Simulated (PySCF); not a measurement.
Compound: isoyanoacetylene, C3HN.
Structure used (PBE0-D3(BJ)/def2-SVP), in Å, numbered top down from 1:
```
atom  x, y, z in Å
C1     2.2708   -0.0209   -0.8416
N2     1.1666   -0.0093   -0.4154
C3    -0.0555    0.0014    0.0499
C4    -1.1877    0.0112    0.4801
H5    -2.1942    0.0176    0.8558
```

The closed-shell ground state was solved at several levels (PySCF, density fitting, gas phase, non-relativistic).

| level | basis functions | total energy (Eh) | HOMO (eV) | LUMO (eV) | gap (eV) | dipole (D) |
| --- | --- | --- | --- | --- | --- | --- |
| KT2/pcJ-1 | 118 | -172.5414 | -7.47 | -2.27 | 5.20 | 2.84 |
| PBE/pcSseg-2 | 158 | -169.3918 | -7.57 | -2.47 | 5.10 | 3.09 |
| B3LYP/def2-TZVP | 130 | -169.6015 | -8.43 | -1.66 | 6.77 | 2.94 |
| CAM-B3LYP/pcJ-1 | 118 | -169.4484 | -9.94 | -0.18 | 9.76 | 2.75 |
| B3LYP/pcJ-0 | 55 | -169.2121 | -8.48 | -1.31 | 7.17 | 2.38 |

(1) Estimate the row for B97-2/pcJ-1, a basis of 118 functions; the other rows only guide the guess.

(2) Over all these levels, which gives the widest orbital gap and which the narrowest?

(3) How far do the dipole and the HOMO energy spread over the levels?

Answers

(1) Total energy -169.4720 Eh, HOMO -8.41 eV, LUMO -1.42 eV, gap 6.99 eV, dipole 2.82 D.

(2) CAM-B3LYP/pcJ-1 (range-separated hybrid) has the widest, 9.76 eV, and PBE/pcSseg-2 (GGA) the narrowest, 5.10 eV. Functional and basis both differ between the two, so the spread mixes both effects.

(3) The dipole runs from 2.38 to 3.09 D (mean 2.80 D) and the HOMO from -9.94 to -7.47 eV.
